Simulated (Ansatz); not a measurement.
Rock-salt MgS was calculated with LC-ωPBE (PAW; Ansatz, a first-principles code).

Numerical settings: plane-wave cutoff 520 eV, 10×10×10 k mesh, finite displacements, scalar-relativistic PAW data made under PBE.

Computed at the level's own relaxed cell.

Harmonic phonon frequencies (cm⁻¹; i marks an imaginary mode; at Γ without the LO shift):

```csv
q point,frequencies
Γ,(withheld)
X,(withheld)
L,188 188 208 208 318 380
```

### Question
Complete the blanks.

### Answer

- Γ, frequencies: 0 0 0 246 246 246
- X, frequencies: 138 138 201 277 277 318

Measured, for comparison: zone-centre TO phonon frequency 240 cm⁻¹ (temperature not stated, not corrected to a static lattice; as tabulated in Chmeruk and Núñez-Valdez (2023), arXiv:2212.11645). Computed (rounded) less measured: zone-centre TO phonon frequency +2 %.

No imaginary mode appears at these points.
